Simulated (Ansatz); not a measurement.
in.yaml

```yaml
crystal:
  periodic: [false, false, false]
  atoms:
    - {symbol: C, position_ang: [0.000000, -0.101062, 0.000000]}
    - {symbol: H, position_ang: [0.000000, 0.602132, -0.862093]}
    - {symbol: H, position_ang: [0.000000, 0.602132, 0.862093]}
basis:
  gaussian: {orbitals: cc-pVDZ}
total_charge: 1
magnetization: {spin_polarized: true, initial_magnetization: 1}
hamiltonian: {xc: {name: r2SCAN}}
output: {forces: true}
```

```sh
$ ansatz run in.yaml --threads 1 --pin off --events-out ev --progress --plain --max-ram 2393MiB
```

Q: Roughly how long does this take on 1 thread of Arm Neoverse V1, shared host, and how much host memory?

A: 0.87 s wall and 0.08 GiB.

```
296 factors; their error is unknown
mean field evaluation 1: about -1052.5318 eV, gradient 1.4e1 eV
mean field evaluation 2: about -1053.2084 eV, gradient 8.8e0 eV
mean field evaluation 4: about -1053.6516 eV, gradient 1.6e-1 eV
mean field evaluation 8: about -1053.6423 eV, gradient 8.2e-3 eV
mean field -1053.64234777 eV, -38.7206420961 hartree, gradient 4.0e-5 eV, S^2 0.752209; 0 other end points of the search recorded, 0 dependent functions left out
the calculation of the forces begins
reference -1053.64235293 eV, -38.7206422856 hartree; 4, 3 occupied and 20, 21 virtual orbitals, 296 factors
Total energy: -1053.64235293 eV, -38.7206422856 hartree
Atom 0 at     0.000000    -0.101062     0.000000 Å, force    -0.000000     2.611887     0.000000 eV/Å
Atom 1 at     0.000000     0.602132    -0.862093 Å, force    -0.000000    -1.305943    -1.428761 eV/Å
Atom 2 at     0.000000     0.602132     0.862093 Å, force    -0.000000    -1.305943     1.428761 eV/Å
Dipole moment:     0.000000     0.149882     0.000000 e Å
```

Forces (eV/Å):
```
C    0.000  2.612  0.000
H    0.000 -1.306 -1.429
H    0.000 -1.306  1.429
```
